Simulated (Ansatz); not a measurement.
# CH₆AlN: how energies converge with the basis set

An exercise on one series of results from a longer session: the logs are not shown, and one member is left open.

Program: Ansatz 0.2.0, Gaussian basis. Level of theory: one geometry, several basis sets. These are calculated values, not measurements.

The runs, in order: PBE0-D4/def2-SVP; ωB97M-V/def2-SVP; PBE0-D4/def2-QZVPP; ωB97M-V/def2-QZVPP; the functionals' def2-TZVPP values are taken from earlier runs.

## Structure used throughout

The geometry comes from an earlier relaxation with PBE0-D4 in a triple-zeta def2 set; it is a stationary point, not always the lowest conformer.

9 atoms, charge 0, spin multiplicity 1.

Atoms are counted from 1 here; the program's logs count them from 0.

Bond lengths: N1–C2 1.524 Å, N1–Al3 1.999 Å, N1–H4 1.010 Å, N1–H5 1.010 Å, C2–Al3 1.952 Å, C2–H6 1.087 Å, C2–H7 1.087 Å, Al3–H8 1.589 Å, Al3–H9 1.589 Å. Angles: C2–N1–Al3 65.7°, C2–N1–H4 113.8°, C2–N1–H5 113.8°, Al3–N1–H4 123.0°, Al3–N1–H5 123.1°, H4–N1–H5 109.1°, N1–C2–Al3 68.9°, N1–C2–H6 110.5°, N1–C2–H7 110.5°, Al3–C2–H6 123.3°, Al3–C2–H7 123.1°, H6–C2–H7 110.3°, N1–Al3–C2 45.4°, N1–Al3–H8 110.6°, N1–Al3–H9 110.6°, C2–Al3–H8 118.2°, C2–Al3–H9 118.2°, H8–Al3–H9 123.4°.

Coordinates:

```xyz
9

N    -0.72851    0.26613   -0.47710
C     0.78179    0.45233   -0.39064
Al    0.14985   -0.79458    0.97197
H    -1.04052   -0.14246   -1.34675
H    -1.25469    1.11032   -0.30081
H     1.02585    1.49087   -0.18207
H     1.25786    0.13096   -1.31347
H     0.13078   -2.34395    0.62094
H    -0.23391   -0.21582    2.40084
```

Set-up of the first run:

The input, in.yaml:

```yaml
crystal:
  periodic: [false, false, false]
  atoms:
    - {symbol: N, position_ang: [-0.728506, 0.266130, -0.477100]}
    - {symbol: C, position_ang: [0.781787, 0.452334, -0.390641]}
    - {symbol: Al, position_ang: [0.149854, -0.794583, 0.971968]}
    - {symbol: H, position_ang: [-1.040521, -0.142460, -1.346752]}
    - {symbol: H, position_ang: [-1.254686, 1.110317, -0.300809]}
    - {symbol: H, position_ang: [1.025848, 1.490873, -0.182074]}
    - {symbol: H, position_ang: [1.257861, 0.130959, -1.313474]}
    - {symbol: H, position_ang: [0.130777, -2.343952, 0.620939]}
    - {symbol: H, position_ang: [-0.233913, -0.215817, 2.400843]}
basis:
  gaussian: {orbitals: def2-SVP}
hamiltonian: {xc: pbe0, dispersion: d4}
output: {orbitals: {seedname: orbitals}}
```

On the command line:

```sh
> ansatz run in.yaml --threads 2 --pin off --events-out ev --progress --plain --max-ram 4352MiB
```

Among the steps run: PBE0-D4 in def2-SVP; ωB97M-V in def2-SVP; PBE0-D4 in def2-QZVPP; ωB97M-V in def2-QZVPP.

One of the session's tables, all rows but one given; the rest of the session is left out.

It belongs to the step «Functionals by basis». 

| functional | basis | HOMO (eV) | LUMO (eV) |
| --- | --- | --- | --- |
| PBE0-D4 | def2-SVP | -6.77 | 0.42 |
| PBE0-D4 | def2-TZVPP | -6.82 | 0.04 |
| PBE0-D4 | def2-QZVPP | -6.83 | -0.22 |
| ωB97M-V | def2-SVP | -9.02 | 2.06 |
| ωB97M-V | def2-TZVPP | ? | ? |
| ωB97M-V | def2-QZVPP | -9.11 | 0.88 |

Estimate the missing values for ωB97M-V, def2-TZVPP.

As computed: HOMO (eV): -9.09; LUMO (eV): 1.48. In the column «HOMO (eV)» it lies between ωB97M-V, def2-QZVPP (-9.11) and ωB97M-V, def2-SVP (-9.02).
